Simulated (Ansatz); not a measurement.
Input file:

```yaml
crystal:
  periodic: [false, false, false]
  atoms:
    - {symbol: B, position_ang: [0.000000, -0.701083, 1.973570]}
    - {symbol: Ge, position_ang: [0.000000, 0.230190, 0.016910]}
    - {symbol: N, position_ang: [0.000000, -0.642108, -1.443243]}
    - {symbol: H, position_ang: [0.000000, -0.146599, -2.331019]}
basis:
  gaussian: {orbitals: cc-pVDZ}
magnetization: {spin_polarized: false, initial_magnetization: 3}
correlation: {active_space: {window: {electrons: 5, orbitals: 5}, states: [{multiplicity: 4, irrep: 12, weights: [1]}]}}
scf: {lower_state_search: off}
```

```sh
$ ansatz run in.yaml --threads 1 --pin off --events-out ev --progress --plain --max-ram 2393MiB
```

Question: What does the program do with this input?

Answer: Stopped by an error. The input was made wrong on purpose (irrep not in the group), so the run isn't a sound calculation of what was asked.
```
these checks for a lower state are left out or cut short: stability, starts, cluster_reference, orbital_swaps, neighbouring_geometries, increment
the irreps are read with x along [0.000, 1.000, 0.000], y along [0.000, 0.000, 1.000] and z along [1.000, 0.000, 0.000] of the geometry given
1168 factors; integrals over basis functions are off by at most 1.4e-7 eV
mean field evaluation 1: about -58631.1068 eV, gradient 3.3e1 eV
mean field evaluation 2: about -58631.1519 eV, gradient 3.3e1 eV
mean field evaluation 4: about -58635.1511 eV, gradient 6.8e0 eV
mean field evaluation 8: about -58635.9631 eV, gradient 1.3e0 eV
mean field evaluation 16: about -58636.1198 eV, gradient 4.0e-1 eV
mean field -58636.12233750 eV, -2154.8377509120 hartree, gradient 2.4e-6 eV, S^2 3.750000; 0 other end points of the search recorded, 0 dependent functions left out
reference -58636.12233750 eV, -2154.8377509120 hartree; 24, 21 occupied and 36, 39 virtual orbitals, 1168 factors
Error: the irrep 12 is not accepted for these orbitals, which take A', A'', or 1 to 2
```
